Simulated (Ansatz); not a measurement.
Cost and result for the atomization energy of C3H5FO2 (`CC1(F)OCO1`) (11 atoms, 11 bonds).

Cartesian coordinates in Å:
```
C 0.196 -1.293 -0.770
C 0.388 -0.199 0.231
F 1.445 -0.514 1.029
O 0.532 1.097 -0.283
C -0.567 1.466 0.536
O -0.728 0.138 1.008
H 1.100 -1.396 -1.370
H -0.648 -1.058 -1.417
H 0.005 -2.231 -0.247
H -0.297 2.175 1.326
H -1.427 1.815 -0.044
```

Charge 0, multiplicity 1. Geometry: relaxed with PBE0-D4/def2-TZVP. Program: Ansatz. All runs use 4 threads of an Arm Neoverse V2 on a shared host. Times are those of one run each, without the atoms' runs, and a repeat can differ threefold. Electronic energies, without spin–orbit coupling; frozen cores. CCSD(T)/CBS adds CCSD(T) − MP2 in def2-TZVPP to the MP2 limit, and its time is that of the two runs behind it. T1 = 0.012. B3LYP takes the VWN-RPA correlation (the form of Gaussian; ORCA's B3LYP/G).

CCSD(T)/CBS is a level of theory with its own doubt, some kJ/mol a heavy atom from the limit and from the frozen cores, so smaller differences don't rank the functionals.

| level | functions | wall time | atomization (kcal/mol) | difference from CCSD(T)/CBS | per bond |
| --- | --- | --- | --- | --- | --- |
| PBE-D4/def2-TZVPP (with forces) | 256 | 1.9 s | 1115.4 | 39.8 | 3.6 |
| PBE0-D4/def2-TZVPP | 256 | 2.1 s | 1083.9 | 8.3 | 0.8 |
| B3LYP-D4/def2-TZVPP (with forces) | 256 | 3.4 s | 1071.2 | -4.4 | -0.4 |
| r2SCAN-D4/def2-TZVPP (with forces) | 256 | 3.6 s | 1081.6 | 6.0 | 0.5 |
| B2PLYP/def2-TZVPP | 256 | 4.3 s | 1063.3 | -12.3 | -1.1 |
| ωB97X-V/def2-TZVPP | 256 | 6 s | 1081.1 | 5.5 | 0.5 |
| ωB97M-V/def2-TZVPP (with forces) | 256 | 8.5 s | 1081.3 | 5.7 | 0.5 |
| MP2/def2-QZVPP | 492 | 18 s | 1094.8 | 19.2 | 1.7 |
| CCSD(T)/def2-TZVPP | 256 | 3.1 min | 1047.0 | -28.6 | -2.6 |
| CCSD(T)/CBS(def2) | – | 3.4 min | 1075.6 | 0.0 | 0.0 |

In def2-TZVPP, CCSD(T) changes the Hartree–Fock value by +300.1 kcal/mol (the triples alone add +20.1 kcal/mol) and MP2 by +331.1 kcal/mol; breaking electron pairs costs correlation energy, which Hartree–Fock lacks. From PBE to PBE0 (25 % exact exchange), in def2-TZVPP and without D4, the atomization energy moves by −30.7 kcal/mol: exact exchange takes away binding that semilocal exchange gives to molecules. The D4 term adds +7.1 kcal/mol with B3LYP and +3.7 kcal/mol with PBE0; it sums over pairs of atoms, weighted by their polarisabilities, and B3LYP, whose exchange is more repulsive, gets the larger term.
